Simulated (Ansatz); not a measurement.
**Iodine, solid I2 (Cmce) under PBE: how the cold (Marzari-Vanderbilt) smearing moves the result**

A convergence test of the cold (Marzari-Vanderbilt) smearing width. The geometry was relaxed under PBE beforehand and stays fixed; 7 values are run, from 0.01 to 1.0 eV. Wanted are the values from which on the energy stays within 10 and 1 meV/atom, and the pressure within 0.5 GPa, of the narrowest run. Within the series other settings stay, but some runs also write fields, which adds to their time. Spin polarisation is left out.

Program: Ansatz 0.2.0. Level of theory: DFT PBE, plane waves with PAW, scalar-relativistic. These are calculated values, not measurements.

1 further run of the same task is left out (set aside as unsound or not needed).

**1. The structure to begin with**

It takes space group Cmce (No. 64, orthorhombic). The conventional cell has a = 8.938 Å, b = 4.603 Å, c = 9.876 Å, α = 90.00°, β = 90.00°, γ = 90.00°. Around I (site symmetry m) lie 1 I at 2.81 Å.

Structure file:

```
I
1.0
     4.46913   -2.30156    0.00000
     4.46913    2.30156    0.00000
     0.00000    0.00000    9.87599
I
4
Cartesian
  4.4691 -1.5777 1.2050
  4.4691 -0.7239 6.1430
  4.4691 1.5777 8.6710
  4.4691 0.7239 3.7330
```

**2. Run at 0.01 eV**

The run at 0.01 eV.

Contents of input.yaml:

```yaml
crystal:
  lattice:
    - [4.4691335775, -2.3015586197, 0.0]
    - [4.4691335775, 2.3015586197, 0.0]
    - [0.0, 0.0, 9.8759877929]
  atoms:
    - { symbol: I, position: [0.8427352896, 0.1572647104, 0.1220149726] }
    - { symbol: I, position: [0.6572647104, 0.3427352896, 0.6220149726] }
    - { symbol: I, position: [0.1572647104, 0.8427352896, 0.8779850274] }
    - { symbol: I, position: [0.3427352896, 0.6572647104, 0.3779850274] }
hamiltonian:
  xc: pbe
  pseudopotentials:
    kind: paw
    azcp:
      I: "pseudopotentials/I.paw.azcp"
basis:
  ecutwfc: 420
  fft_grid_basis: typed
kpoints:
  mp_grid: { grid: [8, 8, 4], shift: [0, 0, 0] }
magnetization:
  spin_polarized: false
scf:
  occupations: { method: cold, width: 0.01 }
  lower_state_search: "off"
output:
  stress: true
```

The run is started by

```
$ ansatz run input.yaml --threads 1 --pin off --max-ram 3584MiB --backend cpu --events-out ev --progress --plain --runs-dir out
```

**3. Run at 0.03 eV**

The run at 0.03 eV.

input.yaml, as its differences from that of step 2:

```diff
@@ -24,3 +24,3 @@
 scf:
-  occupations: { method: cold, width: 0.01 }
+  occupations: { method: cold, width: 0.03 }
   lower_state_search: "off"
@@ -28 +28,5 @@
   stress: true
+  write_density: true
+  write_potential: true
+  elf: true
+  volumetric_format: npy
```

**4. Run at 0.1 eV**

The run at 0.1 eV.

input.yaml, as its differences from that of step 3:

```diff
@@ -24,3 +24,3 @@
 scf:
-  occupations: { method: cold, width: 0.03 }
+  occupations: { method: cold, width: 0.1 }
   lower_state_search: "off"
@@ -28,5 +28 @@
   stress: true
-  write_density: true
-  write_potential: true
-  elf: true
-  volumetric_format: npy
```

**5. Run at 0.2 eV**

The run at 0.2 eV.

input.yaml, as its differences from that of step 4:

```diff
@@ -24,3 +24,3 @@
 scf:
-  occupations: { method: cold, width: 0.1 }
+  occupations: { method: cold, width: 0.2 }
   lower_state_search: "off"
@@ -28 +28,5 @@
   stress: true
+  write_density: true
+  write_potential: true
+  elf: true
+  volumetric_format: npy
```

**6. Run at 0.3 eV**

The run at 0.3 eV.

input.yaml, as its differences from that of step 5:

```diff
@@ -24,3 +24,3 @@
 scf:
-  occupations: { method: cold, width: 0.2 }
+  occupations: { method: cold, width: 0.3 }
   lower_state_search: "off"
```

**7. Run at 0.6 eV**

The run at 0.6 eV.

input.yaml, as its differences from that of step 6:

```diff
@@ -24,3 +24,3 @@
 scf:
-  occupations: { method: cold, width: 0.3 }
+  occupations: { method: cold, width: 0.6 }
   lower_state_search: "off"
```

**8. Run at 1.0 eV**

The run at 1.0 eV.

input.yaml, as its differences from that of step 7:

```diff
@@ -24,3 +24,3 @@
 scf:
-  occupations: { method: cold, width: 0.6 }
+  occupations: { method: cold, width: 1.0 }
   lower_state_search: "off"
```

(Steps that only read results are left out.)

**Question.** What will these runs give?

The runs gave:

```
                                    quantity         value
E(σ → 0) stays within 10 meV/atom of 0.01 eV  up to 0.6 eV
            E(σ → 0) stays within 1 meV/atom  up to 0.6 eV
               pressure stays within 0.5 GPa  up to 0.6 eV
                         pressure at 0.01 eV     -0.02 GPa
```

In words: The far end, 1.0 eV, lies +58.5 meV/atom and -0.5 GPa from the yardstick. The free energy F moves by +135.9 meV/atom over the range, and the estimate for σ → 0 by +58.5. While the width stays far under the gap, it changes nothing. The cell taken over is 23 % larger than the measured one (41.15 Å³/atom, COD); without dispersion its layers, chains or molecules have drifted apart, so it no longer stands for the bulk solid.

The gaps are Kohn-Sham values of a semilocal functional, not quasiparticle or optical gaps. Such gaps usually fall short of the measured ones; spin-orbit coupling, left out here, narrows gaps with I, so the two errors partly cancel.
